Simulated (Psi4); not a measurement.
**C4N2 (2-butynedinitrile): wB97M-V/cc-pVDZ**

Aim: the energy change on altering one bond length of C4N2 (2-butynedinitrile) at wB97M-V/cc-pVDZ, from 2 runs. 

Program for the calculation: Psi4 1.11.

4 further runs of the same task are left out: 3 that didn't finish, 1 set aside as unsound or not needed.

## 1. The system as given

The species is C4N2 (6 atoms), meant as a singlet with charge 0. As SMILES, `N#CC#CC#N`. The shape is that of a PBE0-D4/def2-TZVP optimisation.

Bond lengths: N1–C2 1.155 Å, C2–C3 1.363 Å, C3–C4 1.207 Å, C4–C5 1.363 Å, C5–N6 1.155 Å. Angles: N1–C2–C3 180.0°, C2–C3–C4 180.0°, C3–C4–C5 180.0°, C4–C5–N6 180.0°.

## 2. A single-point energy at wB97M-V/cc-pVDZ

The input, input.json:

```json
{
  "schema_name": "qcschema_input",
  "schema_version": 1,
  "molecule": {
    "schema_name": "qcschema_molecule",
    "schema_version": 2,
    "symbols": ["N", "C", "C", "C", "C", "N"],
    "geometry": [0.03237101, -5.70784217, 1.49089943, 0.02022007, -3.59584646, 0.93972301, 0.00597153, -1.10314652, 0.28893912, -0.00661404, 1.10352447, -0.28752183, -0.02029566, 3.59586536, -0.93959073, -0.03165291, 5.70744533, -1.4924301],
    "molecular_charge": 0,
    "molecular_multiplicity": 1,
    "fix_symmetry": "c1"
  },
  "driver": "energy",
  "model": {
    "method": "wb97m-v",
    "basis": "cc-pVDZ"
  },
  "keywords": {
    "reference": "rks",
    "puream": true,
    "e_convergence": 1e-09,
    "d_convergence": 1e-08,
    "scf_type": "pk",
    "dft_radial_points": 99,
    "dft_spherical_points": 590
  }
}
```

Command:

```
$ psi4 --qcschema input.json -n 1 --memory 2200MB
```

stdout:

```text
[...]
  Running in c1 symmetry.
[...]
  Nuclear repulsion =  144.352590562515616
[...]
  Multiplicity = 1
[...]
  Nalpha       = 19
  Nbeta        = 19
[...]
    Number of basis functions: 84
[...]
   @RKS iter   1:  -261.64226050711494   -1.20647e+00   5.84102e-03 DIIS/ADIIS
[...]
   @RKS iter  11:  -261.75659738272554   -7.27596e-12   6.51555e-09 DIIS
[...]
    Orbital Energies [Eh]
    ---------------------
    Doubly Occupied:
       1A    -14.579379     2A    -14.579376     3A    -10.466333
       4A    -10.464111     5A    -10.456182     6A    -10.456143
       7A     -1.087506     8A     -1.084915     9A     -0.983118
      10A     -0.865420    11A     -0.772898    12A     -0.558395
      13A     -0.558395    14A     -0.522598    15A     -0.520781
      16A     -0.509700    17A     -0.509700    18A     -0.416527
      19A     -0.416527
[...]
  @RKS Final Energy:  -261.75659738272554
   => Energetics <=
    Nuclear Repulsion Energy =            144.3525905625156156
    One-Electron Energy =                -636.7452084775488856
    Two-Electron Energy =                 255.7594752569172556
    DFT Exchange-Correlation Energy =     -25.2775949949687480
    Empirical Dispersion Energy =           0.0000000000000000
    VV10 Nonlocal Energy =                  0.1541402703592267
    Total Energy =                       -261.7565973827255448
[...]
 Multipole Moments:
 ------------------------------------------------------------------------------------
     Multipole            Electronic (a.u.)      Nuclear  (a.u.)        Total (a.u.)
 ------------------------------------------------------------------------------------
 L = 1.  Multiply by 2.5417464519 to convert [e a0] to [Debye]
 Dipole X            :         -0.0002358           -0.0000010           -0.0002368
 Dipole Y            :          0.0001249            0.0000006            0.0001254
 Dipole Z            :          0.0005024            0.0000022            0.0005046
 Magnitude           :                                                    0.0005713
[...]
```

The result, in JSON:

```text
{
 "driver": "energy",
 "model": {
  "method": "wb97m-v",
  "basis": "cc-pVDZ"
 },
 "success": true,
 "return_result": -261.75659738272554,
 "properties": {
  "calcinfo_nbasis": 84,
  "calcinfo_nmo": 84,
  "calcinfo_nalpha": 19,
  "calcinfo_nbeta": 19,
  "calcinfo_natom": 6,
  "nuclear_repulsion_energy": 144.35259056251562,
  "return_energy": -261.75659738272554,
  "scf_one_electron_energy": -636.7452084775489,
  "scf_two_electron_energy": 255.75947525691726,
  "scf_vv10_energy": 0.15414027035922667,
  "scf_xc_energy": -25.277594994968748,
  "scf_dipole_moment": [-0.00023680232513736618, 0.0001254479444567913, 0.000504598215445462],
  "scf_total_energy": -261.75659738272554,
  "scf_iterations": 11
 }
}
```

Run time: 3.4 min. Hardware: 1 thread of Intel Xeon at 2.50GHz (Skylake/Cascade Lake), shared host; peak memory 1.2 GiB.

## 3. The distorted shape at the same level

The input, c4n2.inp:

```
memory 2200 MB

molecule system {
  0 1
  N      0.018031    -3.188032     0.832823
  C      0.011601    -2.070412     0.541153
  C      0.004061    -0.751332     0.196773
  C     -0.002599     0.416388    -0.108277
  C     -0.009839     1.735278    -0.453337
  N     -0.016750     3.020250    -0.789760
  units angstrom
  symmetry c1
  no_reorient
  no_com
}

set {
  puream true
  e_convergence 1e-09
  d_convergence 1e-08
  scf_type pk
  dft_radial_points 99
  dft_spherical_points 590
}

energy_value, wavefunction = energy("wb97m-v/cc-pVDZ", return_wfn=True)
```

Command:

```
$ psi4 -n 1 c4n2.inp c4n2.out
```

c4n2.out:

```text
[...]
  Running in c1 symmetry.
[...]
  Nuclear repulsion =  140.754371523559087
[...]
  Multiplicity = 1
[...]
  Nalpha       = 19
  Nbeta        = 19
[...]
    Number of basis functions: 84
[...]
   @RKS iter   1:  -261.61258655361354   -1.43770e+00   5.34589e-03 ADIIS/DIIS
[...]
   @RKS iter  12:  -261.71178232691801   -1.60298e-11   9.51951e-09 DIIS
[...]
    Orbital Energies [Eh]
    ---------------------
    Doubly Occupied:
       1A    -14.618847     2A    -14.581704     3A    -10.490138
       4A    -10.469523     5A    -10.466806     6A    -10.458180
       7A     -1.088454     8A     -1.028534     9A     -0.979277
      10A     -0.868244    11A     -0.778384    12A     -0.554448
      13A     -0.554448    14A     -0.530469    15A     -0.523410
      16A     -0.492554    17A     -0.492554    18A     -0.403747
      19A     -0.403747
[...]
  @RKS Final Energy:  -261.71178232691801
   => Energetics <=
    Nuclear Repulsion Energy =            140.7543715235590867
    One-Electron Energy =                -629.5802120192361144
    Two-Electron Energy =                 252.1134695018728280
    DFT Exchange-Correlation Energy =     -25.1535034248372220
    Empirical Dispersion Energy =           0.0000000000000000
    VV10 Nonlocal Energy =                  0.1540920917233664
    Total Energy =                       -261.7117823269180121
[...]
 Multipole Moments:
 ------------------------------------------------------------------------------------
     Multipole            Electronic (a.u.)      Nuclear  (a.u.)        Total (a.u.)
 ------------------------------------------------------------------------------------
 L = 1.  Multiply by 2.5417464519 to convert [e a0] to [Debye]
 Dipole X            :         -0.0534501            0.0535000            0.0000499
 Dipole Y            :          9.7675746           -9.8170176           -0.0494431
 Dipole Z            :         -2.5552837            2.5687293            0.0134456
 Magnitude           :                                                    0.0512387
[...]
```

Run time: 3.3 min. Hardware: 1 thread of Intel Xeon at 2.50GHz (Skylake/Cascade Lake), shared host; peak memory 1.2 GiB.

## 4. Outcome

Level: wB97M-V/cc-pVDZ.

| quantity | value |
| --- | --- |
| first shape: total energy | -261.75660 Eh |
| first shape: dipole moment | 0.00 D |
| first shape: HOMO energy | -11.33 eV |
| first shape: LUMO energy | -0.83 eV |
| first shape: HOMO–LUMO gap | 10.50 eV |
| distorted shape: total energy | -261.71178 Eh |
| distorted shape: dipole moment | 0.13 D |
| distorted shape: HOMO energy | -10.99 eV |
| distorted shape: LUMO energy | -1.36 eV |
| distorted shape: HOMO–LUMO gap | 9.63 eV |
| energy change with the C5–N6 bond stretched from 1.155 to 1.328 Å | 1.219 eV |

In words: With the C5–N6 bond stretched from 1.155 to 1.328 Å the energy rises by 1.22 eV (28 kcal/mol). The first shape isn't relaxed at this level, so the change isn't measured from a minimum.
